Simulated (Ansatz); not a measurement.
A nudged elastic band was laid between two geometries of C$_{2}$H$_{5}$O (8 atoms, charge -1, multiplicity 1).

Computed with Ansatz, RKS PBE0-D4/def2-mTZVP.

| Quantity | Value |
| --- | --- |
| movable images | 4 |
| climbing image | no |
| spring | 5.0 eV/Å² |
| optimiser | quadratic models (default) |
| start path | IDPP |
| force threshold | 0.03 eV/Å |
| iteration limit | 60 |
| end points | relaxed |

Image 0:

```xyz
8
Properties=species:S:1:pos:R:3
C -0.304 0.740 -0.336
C 0.093 -0.721 -0.280
O 0.749 -0.891 1.064
H -0.975 0.906 -1.195
H 0.561 1.406 -0.482
H -0.836 1.137 0.569
H -0.869 -1.275 -0.169
H 1.580 -1.301 0.829
```

Image 5:

```xyz
8
Properties=species:S:1:pos:R:3
C -0.078 0.829 -0.243
C 0.519 -0.561 -0.155
O -0.324 -1.279 0.864
H -1.194 0.876 -0.349
H 0.345 1.356 -1.113
H 0.156 1.445 0.641
H 0.238 -1.054 -1.115
H 0.338 -1.613 1.469
```

(1) What changes between the two ends?

(2) What energy profile does the band end with?

(3) What is the geometry of the highest image?

## Answers

(1) No bond is made or broken. The dihedral H6–C1–C2–O3 goes from -48 to 73°. The two ends are copies of one structure, up to a mirror image or an exchange of like atoms.

(2) It converged. The highest image is number 2 of 0 to 5, 0.189 eV above the ends, which have the same energy within 2 meV. No image climbed, so the highest image needn't sit at the top of the path. Limits of this set-up: an anion without diffuse functions, the dipole of an ion depends on the origin.

| image | path coordinate (Å) | energy (eV) | dihedral H6–C1–C2–O3 (°) |
| --- | --- | --- | --- |
| 0 | 0.00 | 0.000 | -48 |
| 1 | 0.56 | 0.073 | -24 |
| 2 | 1.13 | 0.189 | 1 |
| 3 | 1.69 | 0.183 | 26 |
| 4 | 2.26 | 0.068 | 50 |
| 5 | 2.82 | 0.000 | 73 |

(3) 
```xyz
8
Properties=species:S:1:pos:R:3
C -0.174 0.783 -0.362
C 0.280 -0.683 -0.306
O 0.232 -1.077 1.151
H -1.093 0.958 -0.957
H 0.575 1.482 -0.774
H -0.397 1.144 0.658
H -0.559 -1.272 -0.732
H 1.136 -1.335 1.321
```

The run took 58 s on 1 thread of Arm Neoverse V1 (shared host), peak memory 0.13 GiB.
